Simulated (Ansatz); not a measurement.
CH5SSi+: structure from calculated spectroscopic constants

These gas-phase data were calculated for one isomer of CH5SSi+ at r2SCAN-D4/def2-SVP (harmonic, unscaled wavenumbers; equilibrium rotational constants with average atomic masses):

| Item | Value |
| --- | --- |
| rotational constants | 16.84, 4.359, 3.542 GHz |
| all wavenumbers above 1500 cm⁻¹ | 3209, 3199, 3063, 2349, 2282 |

Candidates:

(1) `C1[SiH2][SH+]1`, a singlet
(2) `C[S+]=[SiH2]`, a singlet
(3) `[H]/[S+]=[SiH]\C`, a singlet

Assign the data to one candidate and say why.

Candidate (2). No mode falls between 2500 and 2800 cm⁻¹, where the S–H stretch of (1), (3) would stand.

The same quantities for all candidates:

```
     rotational constants (GHz)   wavenumbers above 1500 cm⁻¹  E above the lowest, r2SCAN-D4/def2-SVP (kcal/mol)
(1)         13.75, 5.508, 4.399  3222, 3119, 2643, 2360, 2309                                               21.3
(2)         16.84, 4.359, 3.542  3209, 3199, 3063, 2349, 2282                                               18.4
(3)         22.85, 3.573, 3.151  3173, 3111, 3018, 2655, 2326                                                0.0
```

Each candidate is one conformer. Programs: Ansatz 0.2.0.
